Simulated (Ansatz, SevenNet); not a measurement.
**Cu2ZnSnS4 (I-4, No. 82): properties by level of theory**

| level (code) | lattice constant a (Å) | lattice parameter c (Å) |
|---|---|---|
| SevenNet-l3i5 (SevenNet) | 5.463 | 10.929 |
| LDA (Ansatz) | 5.318 | 10.641 |
| PBE (Ansatz) | 5.467 | 10.936 |
| PBEsol (Ansatz) | 5.374 | 10.752 |
| PBE-D3(BJ) (Ansatz) | 5.394 | 10.789 |
| PBE-D4 (Ansatz) | 5.394 | 10.791 |

Ansatz's density-functional and Hartree–Fock values are scalar-relativistic unless marked +SOC, with PAW data made under PBE.

The computed numbers hold no vibrational or temperature effects.

Ansatz is a quantum-chemistry and plane-wave program.
